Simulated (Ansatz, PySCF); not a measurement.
This Ansatz (a program for electronic structure) input computes a PBE0/def2-TZVPD energy:

Ansatz 0.2 input:
```yaml
crystal:
  periodic: [false, false, false]
  atoms:
    - {symbol: C, position_ang: [-0.01045730, 1.16494198, 0.28083334]}
    - {symbol: C, position_ang: [0.00335542, -1.08563455, 0.35835550]}
    - {symbol: C, position_ang: [0.78119601, 0.05343446, -0.22140404]}
    - {symbol: C, position_ang: [-0.77709543, 0.04331744, -0.23746258]}
    - {symbol: H, position_ang: [-0.01266110, 2.16400671, -0.13473259]}
    - {symbol: H, position_ang: [-0.00706515, -1.19627589, 1.43925234]}
    - {symbol: H, position_ang: [0.01509168, -2.02148969, -0.19091273]}
    - {symbol: H, position_ang: [1.43058472, 0.00791586, -1.08314434]}
    - {symbol: H, position_ang: [-1.40794231, -0.01051293, -1.11239601]}
basis:
  gaussian:
    orbitals: def2-TZVPD
hamiltonian:
  xc: {name: PBE0}
magnetization: {spin_polarized: true, initial_magnetization: 1}
output: {forces: true}
```

Question: Write an input for the same energy in PySCF and say what it gives.

Answer: 
```python
from pyscf import gto, scf, dft

mol = gto.M(
    atom='''
    C    -0.01045730    1.16494198    0.28083334
    C     0.00335542   -1.08563455    0.35835550
    C     0.78119601    0.05343446   -0.22140404
    C    -0.77709543    0.04331744   -0.23746258
    H    -0.01266110    2.16400671   -0.13473259
    H    -0.00706515   -1.19627589    1.43925234
    H     0.01509168   -2.02148969   -0.19091273
    H     1.43058472    0.00791586   -1.08314434
    H    -1.40794231   -0.01051293   -1.11239601
    ''',
    basis='def2-tzvpd',
    charge=0,
    spin=1,
    verbose=4,
)

mf = dft.UKS(mol, xc='pbe0').density_fit(auxbasis='def2-universal-jkfit')
mf.grids.level = 3
mf.conv_tol = 1e-9
mf.max_cycle = 100
mf.max_memory = 1500
mf.kernel()
if not mf.converged:
    mf = mf.newton()
    mf.kernel(mf.make_rdm1())
for _ in range(2):
    mo, _, stable, _ = mf.stability(return_status=True)
    if stable:
        break
    mf.kernel(mf.make_rdm1(mo, mf.mo_occ))
mf.analyze()
```
It gives -155.14998 Eh, and Ansatz -155.14992 Eh, a difference of 0.06 mEh, from the treatment of integrals and grids.

It need not be the lowest isomer of its formula.
